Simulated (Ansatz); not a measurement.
Basis-set limit of SiH3O, doublet

```xyz
5

O    -1.7334    0.0118    0.0000
H    -1.9827    0.9384    0.0000
H    -0.6184    0.0118    0.0000
Si    1.0296    0.0118    0.0000
H     1.4261   -1.4677    0.0000
```

Connectivity, by distances: OH ··· SiH, 1 bridging H.

Ansatz 0.2.0, UHF determinant, valence electrons correlated. Energies in eV.

| set | X | functions | Hartree–Fock | MP2 correlation | CCSD(T) correlation | time |
| --- | --- | --- | --- | --- | --- | --- |
| def2-TZVPP | 3 | 115 | -9944.1131 | -9.8160 | -10.9405 | 42 s on 1 × NVIDIA H100 80GB HBM3 with 1 thread of AMD EPYC 7R13 Processor (Zen 3) (shared host) |
| def2-QZVPP | 4 | 217 | -9944.4610 | -10.5863 | -11.6318 | 66 s on 1 × NVIDIA H100 80GB HBM3 with 1 thread of AMD EPYC 7R13 Processor (Zen 3), on a shared host |

Hartree–Fock is taken to follow E(X) = E∞ + A·exp(−7.88·√X), correlation E(X) = E∞ + B·X^−2.97.

Cautions: an unrestricted solution with more broken spin lies lower; the determinant is a saddle point.

Question: Work out the CCSD(T) energy at the limit, and how far the shortcut misses it that extrapolates MP2 and adds CCSD(T) minus MP2 from the smaller set.

Answer: Hartree–Fock: E∞ = E4 + 0.1377·(E4 − E3) = -9944.5090. Correlation: E∞ = E4 + 0.7407·(E4 − E3) = -12.1438 for CCSD(T) and -11.1569 for MP2. The limit is -9956.6527 eV, 0.560 eV below def2-QZVPP. The shortcut gives a correlation energy of -11.1569 + (-1.1246) = -12.2815, 138 meV lower than the direct value.

Past Ne part of the Hartree–Fock step between the two sets comes from the cores, which don't follow the formula, so the 48 meV that it adds to the total can overshoot; that part largely cancels in differences.
